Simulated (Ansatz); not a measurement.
Ansatz (a quantum-chemistry and plane-wave program) input (CCSD(T)/cc-pVTZ):

Ansatz 0.2 input:
```yaml
crystal:
  periodic: [false, false, false]
  atoms:
    - {symbol: O, position_ang: [-0.00091616, -0.01015443, 0.67280603]}
    - {symbol: C, position_ang: [0.00071614, 0.00793741, -0.52591197]}
    - {symbol: H, position_ang: [-0.00265489, 0.95544190, -1.09932737]}
    - {symbol: H, position_ang: [0.00568738, -0.92183092, -1.12764904]}
basis:
  gaussian:
    orbitals: cc-pVTZ
magnetization: {spin_polarized: false}
correlation: {method: ccsd_t, frozen_orbitals: {C: 0, H: 0, O: 0}}
```

Output:

```
Functional definition: HF
integrals: 0.07 GiB planned
510 factors; integrals over basis functions are off by at most 1.2e-3 eV
mean field: 0.14 GiB planned
mean field evaluation 1: about -3097.7596 eV, gradient 3.1e1 eV
mean field evaluation 2: about -3097.7604 eV, gradient 3.1e1 eV
mean field evaluation 4: about -3099.6792 eV, gradient 2.3e0 eV
mean field evaluation 8: about -3099.7057 eV, gradient 1.1e-1 eV
mean field evaluation 16: about -3099.7016 eV, gradient 5.9e-1 eV
mean field -3099.70579333 eV, -113.9120868490 hartree, gradient 2.1e-6 eV, S^2 0.000000; 0 other end points of the search recorded, 0 dependent functions left out
reference -3099.70579333 eV, -113.9120868490 hartree; 8, 8 occupied and 80, 80 virtual orbitals, 510 factors
second order -11.50797651 eV of doubles, -0.00000000 eV of singles
coupled cluster: 0.20 GiB planned
cycle   1  -11.40795641 eV  change    1.0e-1 eV  update   8.1e-2
cycle   2  -11.72084721 eV  change   -3.1e-1 eV  update   2.6e-2
cycle   3  -11.80473657 eV  change   -8.4e-2 eV  update   1.3e-2
cycle   4  -11.79336678 eV  change    1.1e-2 eV  update   3.3e-3
cycle   5  -11.79413663 eV  change   -7.7e-4 eV  update   1.5e-3
cycle   6  -11.79482039 eV  change   -6.8e-4 eV  update   3.9e-4
cycle   7  -11.79460721 eV  change    2.1e-4 eV  update   1.3e-4
cycle   8  -11.79457957 eV  change    2.8e-5 eV  update   4.7e-5
cycle   9  -11.79458268 eV  change   -3.1e-6 eV  update   1.3e-5
perturbative correction -0.45745775 eV, -0.0168112622 hartree
Total energy: -3111.95783377 eV, -114.3623410301 hartree
```
